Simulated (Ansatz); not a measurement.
A made-up structure of BSiNH4, singlet:

B1  (-1.415, 0.379, -0.137)
Si2  (0.093, 0.121, -0.623)
N3  (0.963, -0.239, 0.559)
H4  (-2.244, 0.899, 0.201)
H5  (0.503, -0.233, -2.121)
H6  (1.133, -1.211, 0.611)
H7  (0.968, 0.283, 1.511)
(Å)

It is relaxed with PBE-D4/def2-SVP and then PBE0-D4/def2-TZVP (Ansatz 0.2.0). Atoms count as bonded within 1.22 times the sum of their covalent radii (H–H: 0.88 Å). The end point is not checked to be a true minimum.

Question: Does its bonding change? (A judgement: the text doesn't fix the answer.)

Answer: By the calculation: No: no bond forms or breaks.

Where it ends: The first stage lowers the energy by 2.98 eV in 8 steps. It ends as BSiNH₄ ([BH][SiH][NH2]):
B1  (-1.710, 0.509, -0.234)
Si2  (0.051, 0.123, -0.588)
N3  (1.196, -0.340, 0.599)
H4  (-2.711, 1.087, 0.015)
H5  (0.459, -0.223, -1.966)
H6  (1.495, -1.298, 0.692)
H7  (1.220, 0.143, 1.482)
(Å)

Labels in which every atom is bracketed show which atoms are joined, not bond orders.

For scale, one of the runs: PBE0-D4/def2-TZVP relaxation, 123 basis functions, launched by `ansatz run in.yaml --threads 2 --pin off --events-out ev --progress --plain --max-ram 4352MiB`. Hardware: 2 CPU threads of an Intel Xeon Platinum 8259CL, shared host. Wall time about 51 s.
